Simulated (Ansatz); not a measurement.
A made-up structure of CH$_{5}$BN (charge -1), closed shell:

| atom | x (Å) | y (Å) | z (Å) |
| --- | --- | --- | --- |
| C1 | -0.5848 | 0.7771 | -0.3440 |
| B2 | 0.4645 | -0.3093 | 0.2229 |
| N3 | 0.1517 | -1.6378 | 0.3230 |
| H4 | -1.5344 | 0.3027 | -0.6218 |
| H5 | -0.1934 | 1.3008 | -1.2293 |
| H6 | -0.7999 | 1.5627 | 0.3962 |
| H7 | -0.5483 | -2.2395 | -0.1110 |
| H8 | 0.9300 | -2.1767 | 0.7001 |

It is relaxed with PBE-D4/def2-SVPD and then PBE0-D4/def2-TZVPD (Ansatz 0.2.0). Atoms count as bonded within 1.22 times the sum of their covalent radii (H–H: 0.88 Å). The end point is not checked to be a true minimum.

Q: Does its bonding change? (Judge from chemistry; the calculation decides.)

A: By the calculation: No: no bond forms or breaks.

Where it ends: The first stage lowers the energy by 0.31 eV in 7 steps. It ends as CH₅BN ([CH3][B][NH2]), total charge -1:
C1  (-0.564, 0.710, -0.337)
B2  (0.593, -0.204, 0.265)
N3  (0.242, -1.568, 0.290)
H4  (-1.465, 0.120, -0.637)
H5  (-0.210, 1.260, -1.216)
H6  (-0.881, 1.470, 0.386)
H7  (-0.669, -1.914, -0.048)
H8  (0.840, -2.294, 0.633)
(Å)

Labels in which every atom is bracketed show which atoms are joined, not bond orders.

For scale, one of the runs: PBE0-D4/def2-TZVPD relaxation, 156 basis functions, launched by `ansatz run in.yaml --threads 2 --pin off --events-out ev --progress --plain --max-ram 4352MiB`. Hardware: 2 CPU threads of an Arm Neoverse V2, shared host. Wall time about 15 s.
